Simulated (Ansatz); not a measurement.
```yaml
crystal:
  periodic: [false, false, false]
  atoms:
    - {symbol: N, position_ang: [1.029646, -0.630046, 1.355331]}
    - {symbol: C, position_ang: [0.363193, -0.031105, 0.515381]}
    - {symbol: C, position_ang: [-0.498507, 0.561396, -0.273420]}
    - {symbol: O, position_ang: [-1.110288, 0.000868, -1.366207]}
    - {symbol: H, position_ang: [2.035899, -0.616725, 1.174752]}
    - {symbol: H, position_ang: [-0.747806, 1.602132, -0.118892]}
    - {symbol: H, position_ang: [-1.010838, -0.954621, -1.332645]}
basis:
  gaussian: {orbitals: cc-pVTZ-DK, final_grid: {core_spheres: 20, valence_spheres: 16, degree: 47}}
total_charge: -1
magnetization: {spin_polarized: true, initial_magnetization: 2}
hamiltonian: {xc: {name: B2PLYP}}
accuracy: high
output: {forces: true}
```

```sh
$ ansatz run in.yaml --threads 2 --pin off --events-out ev --progress --plain --max-ram 4352MiB
```

It prints (some lines left out):

```
Error: a molecule whose nuclei and cores have a total charge of 30 cannot have a net charge of -1 together with 2 unpaired electrons
```

Task: Something in this input is off. What?

Result: The number of unpaired electrons doesn't fit the electron count. The program refused the input.
